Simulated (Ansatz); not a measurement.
# Interlayer binding energy of 1T (CdI2-type) PtSe2 at several levels of theory

No measured value is used here.

| level (code) | value (meV/Å²) | cell (Å³/atom) |
|---|---|---|
| LDA (Ansatz) | 25.1 | 19.25 |
| PBE (Ansatz) | 0.8 | 26.29 |
| PBEsol (Ansatz) | 11.9 | 19.85 |
| PBE-D4 (Ansatz) | 37.3 | 19.82 |
| rVV10 (Ansatz) | 32.3 | 21.76 |
| r²SCAN (Ansatz) | 5.0 | 23.25 |
| r²SCAN-D4 (Ansatz) | 20.3 | 21.54 |
| r²SCAN+rVV10 (Ansatz) | 22.9 | 21.14 |

Density-functional levels without +SOC have no spin–orbit coupling. LDA, PBE, PBEsol, r²SCAN: the cell comes from a level without a dispersion term, which matters for the spacing of layers, chains or molecules. Each level is taken at its own relaxed cell. Ansatz's density-functional and Hartree–Fock values are scalar-relativistic unless marked +SOC, with PAW data made under PBE.

Ansatz is a first-principles code.
